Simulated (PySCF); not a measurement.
2-chloropropionitrile, C3H4ClN.
SMILES with atom numbers: `[CH3:1][C@@H:2]([Cl:3])[C:4]#[N:5]` (hydrogens: H6, H7, H8 on C1; H9 on C2)

Geometry (PBE0-D3(BJ)/def2-SVP, Å), atoms numbered from 1 in this order:
```xyz
9
C3H4ClN angstrom
C     -1.044   -0.520   -0.097
C      0.264    0.244   -0.198
Cl     0.493    1.309    1.232
C      1.419   -0.643   -0.316
N      2.316   -1.366   -0.424
H     -1.877    0.189   -0.001
H     -1.036   -1.182    0.780
H     -1.193   -1.129   -1.001
H      0.260    0.913   -1.072
```

Theory: core-valence-separated Tamm–Dancoff BHandHLYP/aug-pcX-1 (pcseg-1 on H, def2-SVPD on Cl) in PySCF, non-relativistic, gas phase, PBE0-D3(BJ)/def2-SVP geometry. Absolute energies from this functional tend to lie a few eV below measured edges; no shift was applied.

The lowest roots of each edge with f over 0.003 (five at most, numbered afresh; weaker and dark ones are left out), with transition dipoles (au) in the frame of the coordinates:

```tsv
root	edge	E (eV)	μx	μy	μz
1	C	283.79	0.0356	0.0319	0.0742
2	C	284.06	-0.0468	-0.0670	0.0503
3	C	285.50	0.0133	0.0526	0.0772
4	C	285.84	-0.0296	-0.0089	-0.0003
5	C	286.20	-0.0156	-0.0109	-0.0113
6	N	397.04	-0.0310	-0.0269	-0.0685
7	N	397.42	0.0406	0.0567	-0.0406
8	N	402.58	-0.0056	0.0107	0.0136
```

**Question.** What are the oscillator strengths?

**Answer.** f = (2/3) ΔE |μ|², with ΔE in hartree (27.2114 eV):

| root | ΔE (Eh) | \|μ\|² (au) | f | core hole on |
| --- | --- | --- | --- | --- |
| 1 | 10.4291 | 0.007795 | 0.054 | C4 |
| 2 | 10.4392 | 0.009222 | 0.064 | C4 |
| 3 | 10.4919 | 0.008912 | 0.062 | C2 |
| 4 | 10.5046 | 0.000953 | 0.007 | C1 |
| 5 | 10.5177 | 0.000491 | 0.003 | C1 |
| 6 | 14.5910 | 0.006375 | 0.062 | N5 |
| 7 | 14.6047 | 0.006510 | 0.063 | N5 |
| 8 | 14.7944 | 0.000331 | 0.003 | N5 |

**Question.** Molecules are fixed in this frame and the field points along (1, 0, −1)/√2. What effective strengths 3 f cos²θ do the roots have (θ between field and μ)?

**Answer.** root 1 (C4): 0.016, root 2 (C4): 0.099, root 3 (C2): 0.043, root 4 (C1): 0.009, root 5 (C1): 0.000, root 6 (N5): 0.021, root 7 (N5): 0.096, root 8 (N5): 0.005. Averaged over all orientations cos²θ is 1/3, which gives f back.

